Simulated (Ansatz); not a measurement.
# [AlH3]− (SMILES [AlH3-]): UHF/3-21G

What is the energy change on altering one bond length of [AlH3]− at UHF/3-21G? 

Program for the calculation: Ansatz 0.2.0.

## 1. The system as given

[AlH3]− has 4 atoms, charge -1, and is taken as a doublet. SMILES: `[AlH3-]`. The shape comes from GFN2-xTB, which is rough for such elements, and wasn't checked as a minimum.

Bond lengths: Al1–H2 1.684 Å, Al1–H3 1.685 Å, Al1–H4 1.685 Å. Angles: H2–Al1–H3 101.1°, H2–Al1–H4 101.1°, H3–Al1–H4 101.1°.

## 2. The energy at UHF/3-21G

job.yaml

```yaml
crystal:
  periodic: [false, false, false]
  atoms:
    - {symbol: Al, position_ang: [-0.161060, 0.455350, -0.307260]}
    - {symbol: H, position_ang: [0.471920, 0.754070, 1.224440]}
    - {symbol: H, position_ang: [-1.350110, -0.683860, 0.050500]}
    - {symbol: H, position_ang: [1.039250, -0.525560, -0.967690]}
basis:
  gaussian: {orbitals: 3-21G.json}
accuracy: high
total_charge: -1
hamiltonian: {xc: hf}
magnetization: {spin_polarized: true, initial_magnetization: 1}
```

The basis set 3-21G is read from a file made from the Basis Set Exchange's data (not shown).

On the command line:

```
$ ansatz run job.yaml --threads 1 --pin off --max-ram 2610MiB --events-out events.jsonl --progress --plain --runs-dir runs
```

The program printed:

```text
Warning: RAYON_NUM_THREADS=1 ignored (pool sized by the plan → 1); use --threads N
Functional definition: HF
  name "HF"
  exchange = exact_x
  correlation = 0
371 factors; integrals over basis functions are off by at most 3.3e-9 eV
mean field evaluation 1: about -6591.9184 eV, gradient 5.5e0 eV
mean field evaluation 2: about -6591.9208 eV, gradient 5.5e0 eV
mean field evaluation 4: about -6592.4061 eV, gradient 5.9e-1 eV
mean field evaluation 8: about -6592.4219 eV, gradient 1.4e-3 eV
mean field -6592.42192622 eV, -242.2670372847 hartree, gradient 8.4e-8 eV, S^2 0.752641; 0 other end points of the search recorded, 0 dependent functions left out
reference -6592.42192622 eV, -242.2670372847 hartree; 9, 8 occupied and 10, 11 virtual orbitals, 371 factors
Total energy: -6592.42192622 eV, -242.2670372847 hartree
```

Run time: 0.1 s. Hardware: 1 thread of Arm Neoverse V2, shared host.

## 3. The distorted shape

in.yaml

```yaml
crystal:
  periodic: [false, false, false]
  atoms:
    - {symbol: Al, position_ang: [-0.319322, 0.380662, -0.690227]}
    - {symbol: H, position_ang: [0.471920, 0.754070, 1.224440]}
    - {symbol: H, position_ang: [-1.508372, -0.758548, -0.332467]}
    - {symbol: H, position_ang: [0.880988, -0.600248, -1.350657]}
basis:
  gaussian: {orbitals: 3-21G.json}
total_charge: -1
magnetization: {spin_polarized: true, initial_magnetization: 1}
hamiltonian: {xc: hf}
accuracy: high
```

The basis set 3-21G is read from a file made from the Basis Set Exchange's data (not shown).

On the command line:

```
$ ansatz run in.yaml --threads 1 --pin off --max-ram 2610MiB --events-out events.jsonl --progress --plain --runs-dir runs
```

The program printed:

```text
Warning: RAYON_NUM_THREADS=1 ignored (pool sized by the plan → 1); use --threads N
[... 4 set-up lines as earlier in the session ...]
370 factors; integrals over basis functions are off by at most 3.3e-9 eV
mean field evaluation 1: about -6591.2440 eV, gradient 5.8e0 eV
mean field evaluation 2: about -6591.2456 eV, gradient 5.8e0 eV
mean field evaluation 4: about -6591.8402 eV, gradient 6.5e-1 eV
mean field evaluation 8: about -6591.8611 eV, gradient 9.9e-3 eV
mean field -6591.86111635 eV, -242.2464279020 hartree, gradient 2.9e-8 eV, S^2 0.752203; 0 other end points of the search recorded, 0 dependent functions left out
reference -6591.86111635 eV, -242.2464279020 hartree; 9, 8 occupied and 10, 11 virtual orbitals, 370 factors
Total energy: -6591.86111635 eV, -242.2464279020 hartree
```

Run time: 0.1 s. Hardware: 1 thread of Arm Neoverse V2, shared host.

## 4. What came out

Level: UHF/3-21G.

```
                                                          quantity          value
                                         first shape: total energy  -242.26704 Eh
                                                 first shape: ⟨S²⟩          0.753
                                     distorted shape: total energy  -242.24643 Eh
                                             distorted shape: ⟨S²⟩          0.752
energy change with the Al1–H2 bond stretched from 1.684 to 2.105 Å       0.561 eV
```

**Reading.** With the Al1–H2 bond stretched from 1.684 to 2.105 Å the energy rises by 0.56 eV (54.1 kJ/mol). The first shape isn't relaxed at this level, so the change isn't measured from a minimum.
